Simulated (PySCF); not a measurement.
Atom-mapped SMILES (the numbers label the heavy atoms): `[CH3:1][CH:2]([CH3:3])[C:4](=[O:5])[Cl:6]`; H(Xn) means a hydrogen on atom n.

Geometry: PBE0-D3(BJ)/def2-SVP; GIAO shifts from PySCF 2.14.0 with density-fitted response routines, gas phase, non-relativistic, averaged over equivalent atoms.

At PBE0/cc-pVDZ (123 basis functions, 11 s wall time on 1 thread of an Arm Neoverse V1, shared host):
| atoms | δ (ppm) |
| --- | --- |
| C4 | 180.7 |
| C2 | 48.9 |
| C1/C3 | 20.3 |
| O5 | 545.1 |
| Cl6 | 398.0 |
| H(C2) | 2.44 |
| H(C1)/H(C3) | 1.13 |

Scale: ¹³C (σref 196.75) and ¹H (σref 31.29) vs TMS; ¹⁷O (σref 343.34) vs H2O; ³⁵Cl (σref 960.53) against HCl (reference shieldings calculated alike).

**Question.** Predict the values at PBE0/IGLO-III on the same geometry.

**Answer.** 
```json
{"atoms": "C4", "δ at PBE0/IGLO-III": "191.9", "change": "+11.2"}
{"atoms": "C2", "δ at PBE0/IGLO-III": "51.1", "change": "+2.2"}
{"atoms": "C1/C3", "δ at PBE0/IGLO-III": "20.6", "change": "+0.3"}
{"atoms": "O5", "δ at PBE0/IGLO-III": "570.0", "change": "+24.9"}
{"atoms": "Cl6", "δ at PBE0/IGLO-III": "458.7", "change": "+60.7"}
{"atoms": "H(C2)", "δ at PBE0/IGLO-III": "2.91", "change": "+0.47"}
{"atoms": "H(C1)/H(C3)", "δ at PBE0/IGLO-III": "1.26", "change": "+0.13"}
```

References, each an isolated molecule treated in the same way: ¹³C (183.78 ppm) and ¹H (31.37 ppm) against TMS; ¹⁷O (327.19 ppm) against H2O; ³⁵Cl (944.80 ppm) vs HCl.

The largest change is at Cl6 (chlorine bonded to C). Cost: 289 basis functions, 33 s wall time on 1 thread of an Arm Neoverse V1, shared host. The order of the carbon signals is the same at both levels.

Carbons that carry Cl, above all several Cl atoms, come out too deshielded, partly because spin–orbit coupling is missing. Unscaled 17O shifts of doubly bonded oxygen tend to come out too high, by tens of ppm or more. Experimental scales use liquid or dissolved standards, which lie at an offset from isolated H2O (liquid H2O: subtract about 36 ppm).
